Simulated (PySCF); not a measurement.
# S: ionisation energy

S [Ne] 3s2 3p4 [3p1/2^2 3p3/2^2, M_J = 2] → S⁺ [Ne] 3s2 3p3 [3p1/2^2 3p3/2^1, M_J = 3/2], as a difference of total energies. Computed with PySCF 2.14 in x2c-SVPall-2c (4s4p1d, 21 functions), with the two-component X2C-1e Hamiltonian. Correlated levels: [Ne] frozen. "Screened" scales the spin-orbit matrix elements by Boettger's factors to mimic the two-electron term; Breit and QED terms are absent.

```
                    method  ionisation energy (eV)
           GHF (spin-free)                   9.112
          GMP2 (spin-free)                   9.580
 GHF (screened spin-orbit)                   9.139
GMP2 (screened spin-orbit)                   9.607
```

How much does correlation contribute at GMP2 (screened spin-orbit)?

9.607 − (9.139) = 0.468 eV, measured against GHF (screened spin-orbit).

Errors of the correlated levels include the incompleteness of this basis and the frozen core.

The labels give the starting determinants; with spin-orbit coupling the two ends relaxed to ⟨J²⟩ = 6.01, ⟨L²⟩ = 2.01, ⟨S²⟩ = 2.00 and ⟨J²⟩ = 3.75, ⟨L²⟩ = 0.00, ⟨S²⟩ = 3.75.

For comparison: 10.360 eV (measured; NIST Atomic Spectra Database, ionization energies).
